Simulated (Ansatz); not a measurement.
The input, for Ansatz 0.2.0:

```yaml
crystal:
  periodic: [false, false, false]
  atoms:
    - {symbol: As, position_ang: [0.000000, 0.000000, 0.000000]}
    - {symbol: As, position_ang: [0.000000, 0.000000, 2.397600]}
basis:
  gaussian: {orbitals: aug-cc-pVDZ}
total_charge: -1
magnetization: {spin_polarized: false, initial_magnetization: 1}
correlation: {method: ccsd_t, electrons: outside_noble_gas}
accuracy: high
output: {forces: true}
```

```sh
$ ansatz run in.yaml --threads 1 --pin off --events-out ev --progress --plain --max-ram 2393MiB
```

**Question.** Roughly how long does this take on 1 thread of Arm Neoverse V2, shared host, and how much host memory?

**Answer.** 84 s wall and 0.33 GiB.

```
1258 factors; integrals over basis functions are off by at most 4.5e-9 eV
mean field evaluation 1: about -121589.2657 eV, gradient 1.1e1 eV
mean field evaluation 2: about -121589.2702 eV, gradient 1.1e1 eV
mean field evaluation 4: about -121589.9712 eV, gradient 1.0e0 eV
mean field evaluation 8: about -121589.9808 eV, gradient 3.0e-4 eV
mean field evaluation 16: about -121589.9808 eV, gradient 3.4e-5 eV
mean field evaluation 32: about -121590.0171 eV, gradient 2.8e-4 eV
mean field evaluation 64: about -121589.9808 eV, gradient 8.2e-9 eV
mean field evaluation 96: about -121587.2641 eV, gradient 2.0e-1 eV
mean field evaluation 128: about -121589.0196 eV, gradient 1.4e1 eV
mean field evaluation 160: about -121587.2580 eV, gradient 4.1e-1 eV
...
mean field -121590.01710815 eV, -4468.3507120507 hartree, gradient 1.9e-8 eV, S^2 0.750000; 16 other end points of the search recorded, 0 dependent functions left out
...
determinant -121590.01710815 eV, -4468.3507120507 hartree, with singles and doubles -121596.70008233 eV, -4468.5963068220 hartree
determinant -121589.98083486 eV, -4468.3493790321 hartree, with singles and doubles -121596.69927490 eV, -4468.5962771496 hartree
determinant -121588.31671607 eV, -4468.2882237944 hartree, with singles and doubles -121594.27467210 eV, -4468.5071746403 hartree
determinant -121587.63547076 eV, -4468.2631884912 hartree, with singles and doubles -121594.81897379 eV, -4468.5271773582 hartree
determinant -121587.47575013 eV, -4468.2573188662 hartree, with singles and doubles -121594.51924581 eV, -4468.5161625582 hartree
determinant -121587.26462164 eV, -4468.2495600372 hartree, with singles and doubles -121593.69843544 eV, -4468.4859983336 hartree
determinant -121586.53478350 eV, -4468.2227389804 hartree, with singles and doubles -121593.81055611 eV, -4468.4901186921 hartree
determinant -121590.01710815 eV, -4468.3507120507 hartree, with singles and doubles -121596.70455525 eV, -4468.5964711988 hartree
determinant -121589.98083486 eV, -4468.3493790321 hartree, with singles and doubles -121596.69915327 eV, -4468.5962726797 hartree
determinant -121589.90680975 eV, -4468.3466586594 hartree, with singles and doubles -121596.69350738 eV, -4468.5960651970 hartree
determinant -121589.90680975 eV, -4468.3466586594 hartree, with singles and doubles -121596.69393019 eV, -4468.5960807351 hartree
unrestricted determinant -121590.76136198 eV, -4468.3780628746 hartree, S^2 1.5328
28 core orbitals not correlated: weight in the atoms' cores, before any rotation towards them, 1.000 or more for the frozen orbitals, at most 0.000 for the correlated occupied ones
reference -121589.98083486 eV, -4468.3493790321 hartree; 6, 5 occupied and 38, 39 virtual orbitals, 1258 factors
second order -6.43273983 eV of doubles, -0.08091119 eV of singles
...
cycle   4  -6.71831579 eV  change   -3.2e-7 eV  update   1.6e-7
cycle   5  -6.71831580 eV  change   -3.6e-9 eV  update   5.5e-8
cycle   6  -6.71831577 eV  change    3.0e-8 eV  update   3.2e-8
cycle   7  -6.71831529 eV  change    4.7e-7 eV  update   1.2e-7
cycle   8  -6.71831534 eV  change   -4.9e-8 eV  update   3.8e-8
cycle   9  -6.71831528 eV  change    6.0e-8 eV  update   1.6e-8
cycle  10  -6.71831528 eV  change    2.9e-9 eV  update   6.4e-9
cycle  11  -6.71831528 eV  change    3.7e-9 eV  update   2.4e-9
cycle  12  -6.71831527 eV  change   4.8e-10 eV  update  8.6e-10
perturbative correction -0.47076875 eV, -0.0173004325 hartree
the calculation of the forces begins
mean field evaluation 928: about -121589.9761 eV, gradient 3.2e-2 eV
Total energy: -121597.16991889 eV, -4468.6135729971 hartree
Atom 0 at     0.000000     0.000000     0.000000 Å, force    -0.000000     0.000000     1.909181 eV/Å
Atom 1 at     0.000000     0.000000     2.397600 Å, force     0.000000    -0.000000    -1.909181 eV/Å
Dipole moment:     0.000000    -0.000000    -0.000000 e Å
```

Forces (eV/Å):
```
As   0.000  0.000  1.909
As   0.000  0.000 -1.909
```
